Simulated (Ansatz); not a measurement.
in.yaml

```yaml
crystal:
  periodic: [false, false, false]
  atoms:
    - {symbol: B, position_ang: [0.000000, 0.000000, 0.850759]}
    - {symbol: B, position_ang: [0.000000, 0.000000, -1.117241]}
    - {symbol: H, position_ang: [0.000000, 1.047868, 1.429121]}
    - {symbol: H, position_ang: [0.000000, -1.047868, 1.429121]}
basis:
  gaussian: {orbitals: 6-31G}
magnetization: {spin_polarized: false, initial_magnetization: 2}
correlation: {method: fic_mrcisd_q, electrons: outside_noble_gas, active_space: {window: {electrons: 8, orbitals: 10}, shells: [{species: B, l: s, shell: 2}, {species: B, l: p, shell: 2}, {species: H, l: s, shell: 1}]}}
```

```sh
$ ansatz run in.yaml --threads 1 --pin off --events-out ev --progress --plain --max-ram 2393MiB
```

(1) Roughly how long does this take on 1 thread of Arm Neoverse V1, shared host, and how much host memory?

```
509 factors; integrals over basis functions are off by at most 9.3e-8 eV
mean field evaluation 1: about -1367.9204 eV, gradient 1.1e1 eV
mean field evaluation 2: about -1367.9187 eV, gradient 1.1e1 eV
mean field evaluation 4: about -1369.3297 eV, gradient 2.4e0 eV
mean field evaluation 8: about -1369.7852 eV, gradient 2.7e-1 eV
mean field evaluation 16: about -1368.6788 eV, gradient 5.4e0 eV
mean field evaluation 32: about -1369.7373 eV, gradient 6.3e-1 eV
mean field -1369.78944816 eV, -50.3388337433 hartree, gradient 1.3e-6 eV, S^2 2.000000; 6 other end points of the search recorded, 0 dependent functions left out
reference -1369.78944816 eV, -50.3388337433 hartree; 7, 5 occupied and 15, 17 virtual orbitals, 509 factors
state -1371.92645568 eV, -50.4173673211 hartree
contracted CI cycle   1: correlation 0.00000000 eV, 0.0000000000 hartree, residual 6.20e0 eV
contracted CI cycle   2: correlation -0.78680382 eV, -0.0289145069 hartree, residual 1.43e0 eV
contracted CI cycle   3: correlation -0.82422145 eV, -0.0302895795 hartree, residual 2.83e-1 eV
contracted CI cycle   4: correlation -0.82578195 eV, -0.0303469270 hartree, residual 6.44e-2 eV
contracted CI cycle   5: correlation -0.82585164 eV, -0.0303494879 hartree, residual 1.41e-2 eV
contracted CI cycle   6: correlation -0.82585494 eV, -0.0303496092 hartree, residual 3.14e-3 eV
contracted CI cycle   7: correlation -0.82585510 eV, -0.0303496150 hartree, residual 6.79e-4 eV
state -1371.92645568 eV, -50.4173673211 hartree; corrected -1372.76821024 eV, -50.4483012308 hartree
Total energy: -1372.76821024 eV, -50.4483012308 hartree
Checks for a lower state left out: starts, orbital_swaps
```

For the same geometry and basis full CI lies 8.9 meV lower.

## Answers

(1) 6 s wall and 0.51 GiB.
